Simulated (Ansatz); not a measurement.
The input, for Ansatz 0.2.0:

```yaml
crystal:
  periodic: [false, false, false]
  atoms:
    - {symbol: N, position_ang: [-1.178863, 0.011087, -0.026067]}
    - {symbol: H, position_ang: [-1.476143, 0.978921, -0.026067]}
    - {symbol: H, position_ang: [-1.476142, -0.391211, 0.854193]}
    - {symbol: H, position_ang: [-0.121863, 0.011087, -0.026067]}
    - {symbol: O, position_ang: [1.138137, 0.011087, -0.026067]}
    - {symbol: H, position_ang: [1.389996, -0.928863, -0.026067]}
basis:
  gaussian: {orbitals: cc-pVDZ}
magnetization: {spin_polarized: false, initial_magnetization: 1}
correlation: {method: sc_nevpt2, electrons: outside_noble_gas, active_space: {window: {electrons: 3, orbitals: 3}}}
```

```sh
$ ansatz run in.yaml --threads 1 --pin off --events-out ev --progress --plain --max-ram 4096MiB --backend cpu
```

(1) Roughly how long does this take on 1 thread of AMD EPYC 7R13, shared host, and how much host memory?

```
436 factors; integrals over basis functions are off by at most 1.5e-3 eV
mean field evaluation 1: about -3576.2006 eV, gradient 3.3e1 eV
mean field evaluation 2: about -3576.2355 eV, gradient 3.3e1 eV
mean field evaluation 4: about -3578.5143 eV, gradient 4.6e0 eV
mean field evaluation 8: about -3578.7185 eV, gradient 3.9e0 eV
mean field evaluation 16: about -3579.3530 eV, gradient 5.7e-2 eV
mean field evaluation 32: about -3578.2271 eV, gradient 3.3e0 eV
mean field -3579.35305253 eV, -131.5387985078 hartree, gradient 7.7e-6 eV, S^2 0.750000; 6 other end points of the search recorded, 0 dependent functions left out
reference -3579.35305253 eV, -131.5387985078 hartree; 10, 9 occupied and 38, 39 virtual orbitals, 436 factors
state -3579.94908434 eV, -131.5607022728 hartree
state -3579.94908434 eV, -131.5607022728 hartree; corrected -3589.28066795 eV, -131.9036316452 hartree
Total energy: -3589.28066795 eV, -131.9036316452 hartree
```

Natural occupations: 1.9778 1.0005 0.0217.

For the same geometry and basis UCCSDT(Q) lies 1056.5 meV lower.

Results:

(1) 0.88 s wall and 0.11 GiB.
